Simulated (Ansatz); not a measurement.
Input file for Ansatz (an electronic-structure program): U-r2SCAN/def2-TZVPP on NH2 (SMILES [NH2]), 2S+1 = 2, atoms moved off the minimum.

Ansatz 0.2 input:
```yaml
crystal:
  periodic: [false, false, false]
  atoms:
    - {symbol: N, position_ang: [-0.04398549, 0.09223798, 0.02109003]}
    - {symbol: H, position_ang: [-0.75392786, -0.45778696, -0.07611196]}
    - {symbol: H, position_ang: [0.82767571, -0.48461221, -0.09074892]}
basis:
  gaussian:
    orbitals: def2-TZVPP
hamiltonian:
  xc: {name: r2SCAN}
magnetization: {spin_polarized: true, initial_magnetization: 1}
output: {forces: true}
```

Output:

```
WARN ansatz: RAYON_NUM_THREADS=1 ignored (pool sized by the plan → 1); use --threads N
Functional definition: r2SCAN
integrals: 0.01 GiB planned
273 factors; their error is unknown
mean field: 0.12 GiB planned
mean field evaluation 1: about -1516.6354 eV, gradient 2.9e1 eV
mean field evaluation 2: about -1514.4900 eV, gradient 3.6e1 eV
mean field evaluation 4: about -1519.9406 eV, gradient 3.3e-1 eV
mean field evaluation 8: about -1519.9366 eV, gradient 6.9e-3 eV
mean field -1519.93664011 eV, -55.8566412742 hartree, gradient 5.9e-5 eV, S^2 0.754698; 0 other end points of the search recorded, 0 dependent functions left out
the calculation of the forces begins
reference -1519.93664668 eV, -55.8566415153 hartree; 5, 4 occupied and 54, 55 virtual orbitals, 273 factors
Total energy: -1519.93664668 eV, -55.8566415153 hartree
Atom 0 at    -0.043985     0.092238     0.021090 Å, force     6.719245     4.303001     0.753304 eV/Å
Atom 1 at    -0.753928    -0.457787    -0.076112 Å, force    -5.666610    -4.726057    -0.837857 eV/Å
Atom 2 at     0.827676    -0.484612    -0.090749 Å, force    -1.052634     0.423056     0.084553 eV/Å
Dipole moment:     0.012896    -0.376379    -0.069568 e Å
```

The run converged.

Cost: about 1.2 core-seconds (a rough figure).
